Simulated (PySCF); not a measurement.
Static response to an electric field

Species: C4H9NO.
SMILES with atom numbers: `[H]/[N:6]=[C:4](/[CH2:3][O:2][CH3:1])[CH3:5]` (hydrogens: H7, H8, H9 on C1; H10, H11 on C3; H12, H13, H14 on C5; H15 on N6)

Cartesian coordinates in Å at the GFN2-xTB level; atoms count from 1:
```
atom  x, y, z in Å
C1     2.007   -0.318   -0.400
O2     0.976   -1.176    0.023
C3     0.118   -0.586    0.974
C4    -0.794    0.465    0.374
C5    -1.630   -0.007   -0.779
N6    -0.779    1.613    0.885
H7     2.643   -0.024    0.443
H8     1.611    0.589   -0.870
H9     2.597   -0.877   -1.124
H10   -0.493   -1.405    1.365
H11    0.690   -0.133    1.794
H12   -2.001    0.828   -1.370
H13   -2.482   -0.566   -0.391
H14   -1.047   -0.679   -1.405
H15   -1.418    2.285    0.461
```

Level: wB97X-D/def2-SVPD (PySCF), static field, nuclei fixed, core orbitals frozen in the response. The polarisability tensor in these axes (au):

```
x   62.93 -3.33  1.48
y   -3.33 63.66  3.78
z    1.48  3.78 57.49
```

Give the principal values, the mean and the anisotropy Δα = √{½[(α1 − α2)² + (α2 − α3)² + (α1 − α3)²]}.

Principal values 54.71, 62.30 and 67.07 au; mean 61.36 au = 9.09 Å³ = 10.12 × 10⁻⁴⁰ C²·m²/J; Δα = 10.80 au (18 % of the mean).

What is the dipole moment, and where does it point?

(-0.82, -0.02, -1.30) D, 1.54 D in size, pointing from the negative to the positive side. Measured along this direction, the outermost atoms are H11 and H7 at the negative end and H12 at the positive end.

What depolarisation ratio follows for Rayleigh scattering of linearly polarised light, taking the static tensor?

ρ = 3Δα²/(45ᾱ² + 4Δα²) = 349.8/(169420 + 466.5) = 0.00206.

Orientational against electronic polarisability at 273 K (dilute gas, rigid molecules)?

In Gaussian units μ²/3kT = 21.07 Å³ against 9.09 Å³, a ratio of 2.32; the Debye molar polarisation (4π/3)N_A(α + μ²/3kT) is 76.1 cm³/mol, leaving out the vibrational part.

What molar refraction does this α imply?

Lorentz–Lorenz: R = (4π/3)N_A α = 2.5225 cm³/(mol·Å³) × 9.09 Å³ = 22.9 cm³/mol, in the limit of long wavelengths.

Find the Langevin capture rate constant for H3+ (3.023 u) meeting this molecule (87.068 u), k = 2.342 × 10⁻⁹ cm³/s × √(α in Å³ / reduced mass in u).

The reduced mass is 2.92 u, so k = 4.13 × 10⁻⁹ cm³/s. The formula leaves out the permanent dipole, which adds to the capture rate.

Refractivity n − 1 of an ideal gas of it at 400 K and 1 atm, from the electronic α?

N = p/kT = 1.8347 × 10¹⁹ cm⁻³, so n − 1 = 2π × N × 9.09 × 10⁻²⁴ cm³ = 1048 × 10⁻⁶ at long wavelengths.

Geometry: GFN2-xTB, one conformer, isolated molecule.
